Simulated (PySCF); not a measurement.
**Structure from NMR data**

Molecular formula: C2H2F2. Simulated spectra:

1H NMR (400 MHz, computed): δ 6.46 (m, 2H).

13C{1H} NMR (computed): δ 145.6 (CH, m).

Isolated molecule, equivalent nuclei averaged, single conformer, no relativistic terms. Couplings computed with B3LYP/pcJ-1; geometry from GFN2-xTB; PBE0/pcSseg-1 with gauge-including orbitals; PySCF 2.14.0 with density-fitted response routines.

Referencing at the same level of theory: TMS for 1H (31.72 ppm) and 13C (186.93 ppm).

Q: Deduce the structure.

A: 
- The formula gives 1 degree of unsaturation (no ring in the answer).
- 1 carbon signal for 2 carbons: some carbons are equivalent by symmetry or fast rotation.
- Carbon types of the structure: 2 × CH, which accounts for all hydrogens.
- δC 145.6: alkene CH; an sp2 carbon of a C=C bond.
- δH 6.46: hydrogen on an alkene CH; attached to an sp2 carbon and in the plane of the double bond.

Structure: cis-1,2-difluoroethene (SMILES F/C=C\F).

Common functionals overestimate the size of one-bond C–F couplings by tens of Hz; these are unscaled. Splittings below 1 Hz are ignored in the labels, and close J values are merged. Couplings among chemically equivalent protons are left out too, so labels in AA′BB′ or AA′XX′ sets are apparent multiplicities. Shifts are as computed. Against solution values, carbons near 30 ppm lie about +3 ppm off and those near 130 ppm about +5 ppm. Of 1211 compounds with measured shifts, 218 miss one by over three times the rms of a fit or turn the order of signals round; such compounds aren't used in these exercises.
